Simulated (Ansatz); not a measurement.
# How far each method lies from UCCSDTQ for HNC, triplet

Geometry: that of the HNC, singlet, kept fixed. The singlet lies 5.9 eV lower here.

```yaml
atoms:
  - { symbol: N, position_ang: [0.0000, 0.0000, 0.0555] }
  - { symbol: C, position_ang: [0.0000, 0.0000, -1.1080] }
  - { symbol: H, position_ang: [0.0000, 0.0000, 1.0525] }
```

Basis 6-31G; Ansatz 0.2.0. Correlated methods freeze the noble-gas cores, which leaves 10 electrons in 18 orbitals. R marks a restricted (for open shells ROHF) determinant, U an unrestricted one. Active spaces: valence = (10e, 9o) chosen from the atoms' valence shells.

Full CI isn't at hand for all of this; UCCSDTQ serves as the reference, and is uncertain by about the last step of the cluster series. The frozen core follows each run's orbitals, which can shift R against U totals by a few meV.

Unrestricted rows (U) aren't spin-pure: their determinants' ⟨S²⟩ exceeds S(S+1) by up to 0.17, so they mix in states of higher spin. For open shells CISD is restricted-active-space CI with the open shells as a complete middle space.

```
UHF ⟨S²⟩                          : 2.166
T1 diagnostic (RCCSD)             : 0.0277
largest doubles amplitude (RCCSD) : 0.118
T1 diagnostic (UCCSD)             : 0.0389
```

Problem. From what is known of these methods and the diagnostics, rank them by the size of their error in total energy against UCCSDTQ in 6-31G, smallest first (an estimate: the text doesn't fix the numbers).
A. RCCSD
B. MRCISD (valence space)
C. RCCSD(T)
D. RMP2
E. RCCSDT

Solution. E (0.35 kcal/mol), C (0.69 kcal/mol), B (1.70 kcal/mol), A (3.63 kcal/mol), D (13.69 kcal/mol).

All errors are against UCCSDTQ in 6-31G. Within each family the higher level lies nearer, as is usual though not guaranteed.

Natural occupations of CASSCF (valence space) about the gap: 1.983 1.979 1.921 1.016 1.001 0.080 0.020 0.013; effectively unpaired electrons, Σ n²(2−n)², 2.05.
